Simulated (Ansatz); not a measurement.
# AlSiH (triplet): the correlation ladder at angle Si1–Al2–H3 = 68.6°, 6-31G

Aim: climb from Hartree-Fock through coupled cluster and multireference methods for AlSiH (triplet) at one geometry and basis, and see what each rung misses.

Computed with Ansatz 0.2.0, Gaussian basis. Level: 6-31G, core rule «outside noble gas», up to 10 orbitals frozen.

The runs, in order: UHF; CCSD(T) on ROHF; CCSD(T) on UHF; BCCD(T) on ROHF; CISD; CCSDT(Q) on ROHF; CCSDT(Q) on UHF; CCSDTQ on ROHF; CCSDTQ on UHF; CASSCF and MRCISD+Q, 4 electrons in 4 orbitals; CASSCF and NEVPT2, 4 electrons in 4 orbitals; CASSCF and MRCISD+Q, 8 electrons in 9 orbitals; CASSCF and NEVPT2, 8 electrons in 9 orbitals; Full CI.

14 further runs of the same task are left out: 1 for a mislabelled method, 11 that didn't finish, 2 set aside as unsound or not needed.

## 1. What is computed

The geometry derives from a PBE0/def2-TZVP stationary point (not a proven minimum). One angle is set to the value named; bond lengths are kept.

3 atoms, charge 0, spin multiplicity 3.

Atoms are counted from 1 here; the program's logs count them from 0.

Bond lengths: Si1–Al2 2.333 Å, Al2–H3 1.599 Å. Angles: Si1–Al2–H3 68.6°.

## 2. UHF

Contents of in.yaml:

```yaml
crystal:
  periodic: [false, false, false]
  atoms:
    - {symbol: Si, position_ang: [0.938445, 0.000000, 0.672554]}
    - {symbol: Al, position_ang: [-0.989229, 0.000000, -0.642415]}
    - {symbol: H, position_ang: [0.331592, 0.000000, -1.543418]}
basis:
  gaussian: {orbitals: 6-31G}
magnetization: {spin_polarized: true, initial_magnetization: 2}
hamiltonian: {xc: hf}
output: {orbitals: {seedname: orbitals}}
```

On the command line:

```
$ ansatz run in.yaml --threads 1 --pin off --events-out ev --progress --plain --max-ram 2393MiB
```

The runs that follow: CCSD(T) on ROHF; CCSD(T) on UHF; BCCD(T) on ROHF; CISD; CCSDT(Q) on ROHF; CCSDT(Q) on UHF; CCSDTQ on ROHF; CCSDTQ on UHF; CASSCF and MRCISD+Q, 4 electrons in 4 orbitals; CASSCF and NEVPT2, 4 electrons in 4 orbitals; CASSCF and MRCISD+Q, 8 electrons in 9 orbitals; CASSCF and NEVPT2, 8 electrons in 9 orbitals; Full CI.

Q: Predict the results of all the runs planned. Wanted: FCI below the RHF energy; RMP2 from FCI; UMP2 from FCI; RCCSD from FCI; RCCSD(T) from FCI; UCCSD(T) from FCI; RCCSDT(Q) from FCI; UCCSDT(Q) from FCI; MRCISD+Q pair from FCI.

**Answer**, as computed:

| quantity | value |
| --- | --- |
| FCI below the RHF energy | -2.7093 eV |
| RMP2 from FCI | +20.86 kcal/mol |
| UMP2 from FCI | +20.89 kcal/mol |
| RCCSD from FCI | +3.32 kcal/mol |
| RCCSD(T) from FCI | +1.00 kcal/mol |
| UCCSD(T) from FCI | +0.97 kcal/mol |
| RCCSDT(Q) from FCI | +0.05 kcal/mol |
| UCCSDT(Q) from FCI | +0.02 kcal/mol |
| MRCISD+Q pair from FCI | +0.36 kcal/mol |
| NEVPT2 valence from FCI | +5.00 kcal/mol |
| MRCISD+Q valence from FCI | +0.17 kcal/mol |
| levels within 1 kcal/mol (43 meV) | RCCSD(T), UCCSD(T), RCCSDT, UCCSDT, RCCSDT(Q), UCCSDT(Q), RCCSDTQ, UCCSDTQ, MRCISD+Q pair, MRCISD valence, MRCISD+Q valence |
| T1 diagnostic | 0.071 |
| effectively unpaired electrons | 2.12 |

What this shows: RCCSD(T) lands +1.00 kcal/mol from the yardstick (1.6 % of the correlation energy). The occupations are near whole numbers, but T1 = 0.071 shows that the orbitals relax strongly. Of the multireference levels listed MRCISD+Q valence comes nearest in total energy (+0.17 kcal/mol), which doesn't show that its space is the better one. These misses are within one basis, not against nature; the frozen cores of restricted and unrestricted runs differ, which can shift their rows.
